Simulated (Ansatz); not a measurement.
**C₂H₄S: basis-set convergence**

An exercise on one series of results from a longer session: the logs are not shown, and one member is left open.

The runs use Ansatz 0.2.0, Gaussian basis; one geometry, several basis sets.

Plan: PBE0-D4/def2-SVP; ωB97M-V/def2-SVP; PBE0-D4/def2-QZVPP; ωB97M-V/def2-QZVPP; the functionals' def2-TZVPP values are taken from earlier runs.

### Structure used throughout

An earlier PBE0-D4 in a triple-zeta def2 set relaxation fixed the geometry.

SMILES `CC=S`, 7 atoms, charge 0, spin multiplicity 1.

Atoms are counted from 1 here; the program's logs count them from 0.

Bond lengths: C1–C2 1.482 Å, C1–H4 1.096 Å, C1–H5 1.096 Å, C1–H6 1.089 Å, C2–S3 1.608 Å, C2–H7 1.094 Å. Angles: C2–C1–H4 109.7°, C2–C1–H5 109.7°, C2–C1–H6 111.8°, H4–C1–H5 106.0°, H4–C1–H6 109.7°, H5–C1–H6 109.7°, C1–C2–S3 126.2°, C1–C2–H7 114.7°, S3–C2–H7 119.0°.

Set-up of the first run:

in.yaml reads:

```yaml
crystal:
  periodic: [false, false, false]
  atoms:
    - {symbol: C, position_ang: [-0.553085, 0.336502, -0.143004]}
    - {symbol: C, position_ang: [0.690040, -0.437229, 0.088861]}
    - {symbol: S, position_ang: [1.378869, -0.725134, 1.513381]}
    - {symbol: H, position_ang: [-1.288809, -0.291725, -0.658555]}
    - {symbol: H, position_ang: [-0.345838, 1.175277, -0.817733]}
    - {symbol: H, position_ang: [-0.976669, 0.709802, 0.788084]}
    - {symbol: H, position_ang: [1.156593, -0.835393, -0.816734]}
basis:
  gaussian: {orbitals: def2-SVP}
hamiltonian: {xc: pbe0, dispersion: d4}
output: {orbitals: {seedname: orbitals}}
```

Command:

```bash
ansatz run in.yaml --threads 2 --pin off --events-out ev --progress --plain --max-ram 4352MiB
```

Among the steps run: PBE0-D4 in def2-SVP; ωB97M-V in def2-SVP; PBE0-D4 in def2-QZVPP; ωB97M-V in def2-QZVPP.

One table of the session follows, with a row left open; its other results are not shown here.

It belongs to the step «Functionals by basis». 

| functional | basis | HOMO (eV) | LUMO (eV) |
| --- | --- | --- | --- |
| PBE0-D4 | def2-SVP | -6.29 | -1.92 |
| PBE0-D4 | def2-TZVPP | -6.46 | -2.09 |
| PBE0-D4 | def2-QZVPP | -6.50 | -2.14 |
| ωB97M-V | def2-SVP | -8.48 | 0.37 |
| ωB97M-V | def2-TZVPP | -8.67 | 0.10 |
| ωB97M-V | def2-QZVPP | ? | ? |

Q: Estimate the row for ωB97M-V, def2-QZVPP from the others.

As computed: HOMO (eV): -8.72; LUMO (eV): 0.02. In the column «HOMO (eV)» it is the lowest.
